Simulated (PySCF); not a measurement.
Record of a relaxation.

C5H7F.
Numbering: `[CH:1]#[C:2][C@@H:3]([CH3:4])[CH2:5][F:6]` (hydrogens: H7 on C1; H8 on C3; H9, H10, H11 on C4; H12, H13 on C5)

Computed by this run: PBE0-D3(BJ)/def2-SVP geometry optimisation, gas phase (PySCF 2.14.0); density fitting, grid level 1; the optimiser is geomeTRIC in internal coordinates, started from a GFN2-xTB structure with every atom displaced at random (about 0.01 Å). The frame can shift and turn from step to step; on so coarse a grid that alone can change the energy by a few meV, and forces under 0.02 eV/Å are noise.

Step 0: E = -7999.0984 eV, largest atomic force 3.573 eV/Å
```
atom  x, y, z in Å  |  force x, y, z in eV/Å
C1      2.398   -0.694    0.471   -3.249   0.834  -1.231
C2      1.280   -0.424    0.043    1.590  -0.348   0.411
C3     -0.071   -0.126   -0.448    1.216   0.519   0.609
C4     -1.066   -0.915    0.342   -1.953   0.389   0.098
C5     -0.303    1.377   -0.338   -0.758   0.292   0.287
F6     -1.488    1.722   -0.941   -0.286  -0.222  -0.046
H7      3.346   -0.897    0.826    1.733  -0.408   0.659
H8     -0.094   -0.393   -1.505   -0.178  -0.098  -0.457
H9     -0.942   -1.979    0.234    0.216  -0.757  -0.157
H10    -1.035   -0.688    1.417    0.203   0.118   0.034
H11    -2.103   -0.664    0.000    0.566  -0.144   0.149
H12    -0.376    1.698    0.726    0.228  -0.223  -0.238
H13     0.460    1.966   -0.837    0.674   0.049  -0.118
```

Step 1: E = -7999.2117 eV, largest atomic force 0.673 eV/Å
```
atom  x, y, z in Å  |  force x, y, z in eV/Å
C1      2.444   -0.455    0.438    0.466  -0.419   0.247
C2      1.297   -0.431    0.054   -0.256   0.388  -0.136
C3     -0.063   -0.174   -0.419    0.181  -0.081   0.142
C4     -1.124   -0.956    0.351   -0.102  -0.035  -0.126
C5     -0.315    1.331   -0.331   -0.093  -0.005  -0.165
F6     -1.514    1.632   -0.928   -0.006  -0.018   0.049
H7      3.452   -0.604    0.796   -0.201   0.131  -0.094
H8     -0.102   -0.454   -1.488   -0.074   0.034   0.012
H9     -0.992   -2.041    0.237    0.041   0.009   0.002
H10    -1.088   -0.713    1.423    0.040   0.002   0.048
H11    -2.118   -0.686   -0.029   -0.034  -0.006   0.000
H12    -0.356    1.643    0.727    0.036   0.019   0.001
H13     0.485    1.891   -0.842    0.004  -0.018   0.019
```

Step 2: E = -7999.2269 eV, largest atomic force 0.316 eV/Å
```
atom  x, y, z in Å  |  force x, y, z in eV/Å
C1      2.447   -0.482    0.454   -0.143  -0.281   0.017
C2      1.302   -0.416    0.060    0.096   0.294  -0.019
C3     -0.058   -0.161   -0.415    0.073  -0.065   0.040
C4     -1.115   -0.956    0.349   -0.052  -0.009  -0.013
C5     -0.327    1.341   -0.341   -0.068  -0.017  -0.017
F6     -1.539    1.621   -0.921    0.029  -0.014   0.021
H7      3.448   -0.640    0.812    0.006   0.080  -0.014
H8     -0.105   -0.441   -1.482    0.004   0.002  -0.014
H9     -0.963   -2.038    0.230    0.017   0.000   0.005
H10    -1.075   -0.718    1.423    0.003  -0.013   0.008
H11    -2.115   -0.698   -0.027    0.018  -0.001   0.002
H12    -0.355    1.666    0.713    0.026   0.021   0.002
H13     0.462    1.903   -0.866   -0.009   0.002  -0.018
```

Step 3: E = -7999.2392 eV, largest atomic force 0.238 eV/Å
```
atom  x, y, z in Å  |  force x, y, z in eV/Å
C1      2.440   -0.527    0.476   -0.217  -0.083  -0.054
C2      1.308   -0.386    0.065    0.119   0.112   0.009
C3     -0.049   -0.139   -0.411   -0.100  -0.035  -0.054
C4     -1.094   -0.956    0.349    0.031   0.007   0.064
C5     -0.348    1.357   -0.353    0.012  -0.012   0.075
F6     -1.579    1.600   -0.907   -0.011   0.009  -0.009
H7      3.433   -0.699    0.838    0.123   0.017   0.038
H8     -0.101   -0.422   -1.478    0.058  -0.013  -0.008
H9     -0.911   -2.032    0.226   -0.012  -0.005   0.000
H10    -1.056   -0.726    1.426   -0.016  -0.003  -0.027
H11    -2.099   -0.720   -0.027    0.012   0.003  -0.003
H12    -0.355    1.706    0.694    0.006  -0.006  -0.004
H13     0.416    1.925   -0.908   -0.006   0.010  -0.028
```

Step 4: E = -7999.2415 eV, largest atomic force 0.102 eV/Å
```
atom  x, y, z in Å  |  force x, y, z in eV/Å
C1      2.436   -0.543    0.483   -0.088  -0.015  -0.028
C2      1.312   -0.370    0.064    0.069   0.028   0.018
C3     -0.046   -0.132   -0.413   -0.090  -0.021  -0.042
C4     -1.083   -0.957    0.350    0.034   0.003   0.026
C5     -0.359    1.361   -0.357    0.033   0.001   0.045
F6     -1.598    1.591   -0.896   -0.014   0.006  -0.006
H7      3.430   -0.715    0.848    0.045   0.006   0.014
H8     -0.092   -0.418   -1.480    0.037  -0.008   0.003
H9     -0.892   -2.032    0.229   -0.010  -0.002  -0.002
H10    -1.050   -0.724    1.425   -0.008   0.006  -0.013
H11    -2.090   -0.730   -0.028    0.003   0.000  -0.002
H12    -0.355    1.715    0.689    0.000  -0.008  -0.001
H13     0.392    1.934   -0.924   -0.011   0.004  -0.013
```

Step 5: E = -7999.2420 eV, largest atomic force 0.032 eV/Å
```
atom  x, y, z in Å  |  force x, y, z in eV/Å
C1      2.435   -0.543    0.483   -0.001   0.006  -0.004
C2      1.314   -0.363    0.062    0.009  -0.005   0.010
C3     -0.046   -0.131   -0.416   -0.029  -0.006  -0.013
C4     -1.079   -0.958    0.350    0.012   0.000  -0.002
C5     -0.364    1.360   -0.357    0.016   0.002   0.010
F6     -1.608    1.587   -0.888   -0.009   0.003  -0.001
H7      3.431   -0.710    0.850    0.000   0.003  -0.001
H8     -0.086   -0.420   -1.483    0.011   0.000   0.002
H9     -0.885   -2.034    0.233   -0.001   0.000   0.000
H10    -1.047   -0.720    1.424   -0.002   0.004  -0.001
H11    -2.086   -0.736   -0.029   -0.001  -0.002   0.001
H12    -0.354    1.712    0.690    0.001  -0.003   0.001
H13     0.380    1.937   -0.929   -0.006  -0.001  -0.003
```

Step 6: E = -7999.2420 eV, largest atomic force under 0.02 eV/Å
```
atom  x, y, z in Å  |  force x, y, z in eV/Å
C1      2.437   -0.537    0.482    0.016   0.009   0.001
C2      1.315   -0.360    0.061   -0.009  -0.010   0.004
C3     -0.046   -0.133   -0.418    0.003   0.001   0.001
C4     -1.077   -0.961    0.350   -0.001  -0.001  -0.008
C5     -0.367    1.359   -0.356    0.001   0.002  -0.002
F6     -1.613    1.585   -0.882   -0.002  -0.001   0.003
H7      3.434   -0.699    0.848   -0.008   0.002  -0.003
H8     -0.084   -0.422   -1.484   -0.001   0.002   0.000
H9     -0.882   -2.036    0.235    0.003   0.000   0.001
H10    -1.046   -0.719    1.423    0.000   0.000   0.002
H11    -2.085   -0.740   -0.030    0.000  -0.002   0.001
H12    -0.353    1.708    0.691    0.002   0.000   0.000
H13     0.375    1.937   -0.931   -0.003  -0.001  -0.001
```

Task: Summarise the path.

Result: The energy falls by 0.1437 eV from step 0 to step 6; nine tenths of that is first reached at step 3. It falls at every step. The largest force goes from 3.573 to under 0.02 eV/Å. Among the bonds C1–H7 changes most, from 1.033 to 1.074 Å; the atoms move by 0.058 Å rms after alignment.

What follows is the cost of the whole optimisation. The run took 36 s on an Arm Neoverse V1 with one thread, no GPU, on a shared host, and the process peaked at 0.50 GiB of memory.
